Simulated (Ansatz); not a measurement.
Two isomers of C3H5FO2: A = `CC1(F)OCO1`, B = `O/C=C(/O)CF`.

Gas-phase electronic energies from Ansatz, PBE0-D4/def2-TZVP geometries. CCSD(T)/CBS is the MP2 limit (def2-TZVPP, def2-QZVPP) plus CCSD(T) − MP2 in def2-TZVPP, frozen cores. DFT in def2-TZVPP. B3LYP here is the variant with VWN-RPA as its local correlation; programs differ in this. Each species was taken in one conformer, which may not be the lowest.

A:

Z-matrix (Å, degrees):
```
C
F 1 1.362
O 1 1.401 2 110.4
O 1 1.401 2 110.4 3 -102.1
C 1 1.495 2 108.9 3 128.9
C 1 1.944 2 119.1 3 -51.0
H 5 1.089 1 109.8 2 180.0
H 5 1.090 1 109.3 2 59.7
H 5 1.090 1 109.3 2 -59.7
H 6 1.094 1 125.1 2 180.0
H 6 1.095 1 123.1 2 -0.0
```

B:

Z-matrix (Å, degrees):
```
C
F 1 1.388
C 1 1.491 2 111.7
H 1 1.095 2 107.9 3 121.4
H 1 1.095 2 107.9 3 -121.5
C 3 1.332 1 128.0 2 -0.5
O 3 1.372 1 108.4 2 179.5
O 6 1.357 3 128.3 1 -0.1
H 6 1.086 3 119.9 1 -180.0
H 7 0.961 3 109.4 1 179.1
H 8 0.964 6 108.7 3 0.3
```

Question: Which isomer does CCSD(T)/CBS put lower? Give the gap. (An estimate is asked.)

Answer: Computed: A, by 29.3 kJ/mol.

Question: Give E(B) − E(A) in kJ/mol with B3LYP, CCSD(T)/def2-TZVPP, PBE-D4, r2SCAN-D4, MP2/def2-TZVPP, ωB97M-V, HF/def2-TZVPP. (An estimate is asked.)

Answer: Ansatz gave: B3LYP 18.3, CCSD(T)/def2-TZVPP 36.4, PBE-D4 26.1, r2SCAN-D4 34.6, MP2/def2-TZVPP 36.4, ωB97M-V 39.0, HF/def2-TZVPP 45.6. None reverses the order clearly.

Largest T1 diagnostic: 0.012.

In def2-TZVPP, CCSD(T) changes the Hartree–Fock value by −9.2 kJ/mol (the triples alone add −2.1 kJ/mol) and MP2 by −9.2 kJ/mol. From PBE to PBE0 (25 % exact exchange), in def2-TZVPP and without D4, E(B) − E(A) moves by +11.1 kJ/mol.
